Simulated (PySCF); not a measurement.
Compound: C4H9N2 (doublet state).
Cartesian coordinates in Å at the GFN2-xTB level; atoms count from 1:
```xyz
15
C4H9N2 angstrom
C     -2.3373   -0.6003    0.0494
N     -0.9117   -0.5282    0.2015
C     -0.2187    0.6424    0.1241
C      1.1744    0.7304   -0.0099
C      1.9792   -0.5373   -0.1392
N      1.8452    1.8426   -0.0411
H     -2.7236   -1.4449    0.6217
H     -2.6372   -0.7244   -0.9987
H     -2.7871    0.3161    0.4282
H     -0.3971   -1.3665   -0.0237
H     -0.8070    1.5434    0.2268
H      1.6823   -1.0983   -1.0256
H      1.8511   -1.1674    0.7401
H      3.0265   -0.2682   -0.2307
H      1.2565    2.6685    0.0554
```

The hyperfine couplings belong to this conformer and change with its torsions.

Identity: `[H]/N=C(/C)[CH]NC` [radical].

Theory: UKS B3LYP, pcH-1 on C H N, non-relativistic, mean-field spin-orbit, GIAO (PySCF). Geometry: GFN2-xTB, one conformer, isolated molecule. The geometry wasn't refined by DFT: couplings that depend on bond lengths, twists or pyramidal angles can differ widely from those at the functional's own minimum. The frame is twisted about the N2–C3 bond at this geometry (dihedral H10–N2–C3–C4 = -12°); couplings at other torsion angles weren't computed. No stability test was run, so a lower SCF solution isn't excluded.

Q: Break the g tensor into its mass correction, gauge correction and orbital-Zeeman/spin–orbit terms.

A: 
```json
{"Δg (ppm)": "relativistic mass correction", "1": "-203", "2": "-203", "3": "-203"}
{"Δg (ppm)": "gauge correction", "1": "-10", "2": "46", "3": "38"}
{"Δg (ppm)": "orbital Zeeman/spin–orbit", "1": "7", "2": "1252", "3": "2318"}
{"Δg (ppm)": "total", "1": "-207", "2": "1094", "3": "2153"}
```

So g = 2.00211, 2.00341, 2.00447 and g_iso = 2.00333; the tensor is rhombic: the two nearest values differ by 45 % of g3 − g1. Axes: g3 points within 8° of the C3–H11 bond.

Q: What effective moment and Curie constant follow for a powder?

A: With the mean of g² = 4.0133 and S(S+1) = 0.75: μ_eff = √(⟨g²⟩S(S+1)) = 1.735 μB and χT = 0.12505·⟨g²⟩·S(S+1) = 0.376 cm³ K/mol (cgs; spin-Hamiltonian part alone).

Q: At 93.724 GHz, how far is the centre of the isotropic spectrum from where a free electron (g = 2.002319) resonates?

A: B = hν/(g μB) with μB/h = 13.99624 MHz/mT gives 3344.31 mT for the free electron and 3342.61 mT at g_iso, 1.69 mT lower.

Q: Average each term over the three axes. Which is largest in size?

A: The orbital-Zeeman/spin–orbit term 1192, the mass correction -203 and the gauge correction 24 ppm, for a total of 1013 ppm. The orbital-Zeeman/spin–orbit term is the largest in size. The mass correction is the same along every axis, so the anisotropy comes from the other two: their spans along these axes are 56 (gauge) and 2311 ppm (orbital Zeeman/spin–orbit).

Q: In a frozen sample, at which fields do the three g values resonate at 9.5, 34, 94 and 263 GHz (hyperfine left aside), and which band first spreads them over more than twice a line width of 0.5 mT?

A: 
| band | GHz | B(g3) mT | B(g2) mT | B(g1) mT | spread mT |
| --- | --- | --- | --- | --- | --- |
| X | 9.5 | 338.62 | 338.80 | 339.02 | 0.40 |
| Q | 34.0 | 1211.90 | 1212.54 | 1213.33 | 1.43 |
| W | 94.0 | 3350.55 | 3352.32 | 3354.50 | 3.95 |
| J | 263.0 | 9374.42 | 9379.37 | 9385.46 | 11.05 |

The spread grows in proportion to the frequency. Q band is the first where it exceeds 1.0 mT.

The Mulliken spin populations are largest on C3 (+0.54), N6 (+0.43), N2 (+0.20) and C4 (-0.13). Three atoms exceed +0.15. The angles at C3 add up to 359.9°, so it is planar.

The HOMO–LUMO gaps are 5.17 eV among the α and 4.97 eV among the β orbitals.
